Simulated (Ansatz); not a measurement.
Two structures of CH$_{7}$BS, singlet, reached by relaxing down either side of one saddle point (PBE0-D4/def2-TZVP). Energies are electronic, without zero-point energy. Computed with Ansatz 0.2.0 (basis: def2-TZVPP and def2-QZVPP); correlated methods freeze the cores. Extrapolation: Hartree–Fock as exp(−7.88 √X), correlation as X^−2.97. First:

```
10
angstrom
B -0.7309 -0.2176 -1.5533
S -1.0788 1.5097 -1.6670
H 0.3264 -0.6608 -1.8730
H -1.6197 -0.9003 -1.1483
H 0.1084 0.6378 1.6183
C 0.5997 -0.3329 1.6768
H 0.1040 1.9365 -2.1427
H -0.1088 -1.1155 1.4048
H 0.9530 -0.5029 2.6936
H 1.4465 -0.3541 0.9909
```

Second:

B1  (-0.380, -0.580, -0.468)
S2  (-0.594, 1.309, -1.107)
H3  (0.105, -1.050, -1.475)
H4  (-1.555, -0.860, -0.359)
H5  (-0.942, 1.970, 0.014)
C6  (0.507, -0.616, 0.858)
H7  (0.664, 1.787, -1.061)
H8  (0.610, -1.656, 1.186)
H9  (0.062, -0.070, 1.697)
H10  (1.524, -0.234, 0.715)
(Å)

Question: Which bonds change from the first to the second?

Answer: BH₃S ([BH2][SH]) + CH₄ → CH₅B ([BH2][CH3]) + H₂S (still joined by a long B–S bond); bonds formed: B1–C6, S2–H5; bonds broken: H5–C6; bonds weakened to dative contacts: B1–S2.

Question: Give the saddle point's structure and its height above each. (Judge from chemistry; the value comes from the calculation.)

Answer: By the calculation: 170.0 kJ/mol above the first and 102.8 kJ/mol above the second (CCSD(T) at an estimated basis limit (MP2 extrapolated from triple and quadruple zeta, plus CCSD(T) − MP2 in triple zeta)).
```
10
angstrom
B -0.4239 -0.4158 -0.5688
S -0.8362 1.5235 -1.0372
H 0.3014 -0.8616 -1.4043
H -1.5103 -0.8770 -0.3800
H -0.1359 0.7109 0.1754
C 0.4206 -0.3979 0.9456
H 0.3720 1.8471 -1.5272
H 0.4563 -1.4853 1.0392
H -0.0908 -0.0169 1.8333
H 1.4468 -0.0271 0.9241
```

The T1 diagnostic stays at or below 0.013.

Labels in which every atom is bracketed show which atoms are joined, not bond orders.

For scale, one of the runs: CCSD(T)/def2-TZVPP, 202 basis functions, launched by `ansatz run in.yaml --threads 2 --pin off --events-out ev --progress --plain --max-ram 4352MiB`. Hardware: 2 CPU threads of an Intel Xeon Platinum 8259CL, shared host. Wall time 38 s; peak host memory 2.5 GiB.
